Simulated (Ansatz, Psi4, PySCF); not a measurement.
Reaction (SMILES): CCN [ethanamine] → CC[NH] + H atom (the H-N bond breaks)

Property: bond dissociation energy (electronic), in kcal/mol. Set-up: no spin-orbit coupling; 6-311+G** with 5d; non-relativistic; valence correlation only; six Cartesian d functions in 6-31G* and its kin unless marked 5d; no dispersion term unless named; UHF or UKS for open shells. CBS marks a two-point X^-3 extrapolation of the correlation energy; Hartree-Fock from the larger set. The bracket is a focal-point correction in the basis named. Ab initio and DFT rows: single points at B3LYP-D3(BJ) geometries (Ansatz, an electronic-structure program).

Coupled cluster (Ansatz) is a level with limits of its own, used here on species with T1 under 0.025 (0.045 for open shells) and stable references: RI-MP2/CBS(cc-pVTZ,cc-pVQZ)+[CCSD(T)-MP2]/cc-pVTZ.

Value to compare with, RI-MP2/CBS(cc-pVTZ,cc-pVQZ)+[CCSD(T)-MP2]/cc-pVTZ (Ansatz): 108.9 kcal/mol.

| level | program | bond dissociation energy (electronic) (kcal/mol) | difference |
|---|---|---|---|
| HF/STO-3G | Ansatz | 90.2 | -18.7 |
| HF/3-21G | Ansatz | 78.2 | -30.7 |
| HF/6-311+G** | Ansatz | 77.6 | -31.3 |
| PBE/6-31G* | Ansatz | 102.0 | -6.9 |
| BP86/def2-SVP | PySCF | 105.9 | -3.0 |
| BP86/6-31G* (5d) | PySCF | 104.5 | -4.4 |
| B3LYP/6-31G | Ansatz | 103.5 | -5.4 |
| B3LYP/6-31G* | Ansatz | 102.4 | -6.5 |
| B3LYP/6-31G** | Ansatz | 104.5 | -4.4 |
| B3LYP/cc-pVDZ | Ansatz | 102.8 | -6.1 |
| PBE0/6-311+G** | Ansatz | 103.8 | -5.1 |
| wB97X-D/6-31G* | Psi4 | 104.5 | -4.4 |
| wB97X-D/6-311+G** | Psi4 | 106.1 | -2.8 |
| MP2/6-311+G** | Ansatz | 105.6 | -3.3 |
| r2SCAN-D4/def2-TZVPD | Ansatz + dftd4 | 102.0 | -6.9 |
| B2PLYP-D3(BJ)/def2-TZVPD | Ansatz + dftd3 | 105.2 | -3.7 |

Among the 14 habitual levels, HF/6-311+G** lies farthest from RI-MP2/CBS(cc-pVTZ,cc-pVQZ)+[CCSD(T)-MP2]/cc-pVTZ (Ansatz) (-31.3 kcal/mol); 0 of 14 lie above it, and their mean absolute difference is 9.5 kcal/mol, the median 5.2. One case shows no general order.

The levels are drawn from those run, B3LYP/6-31G* more often than the rest, none by its result; runs whose electronic state is in doubt are left out.
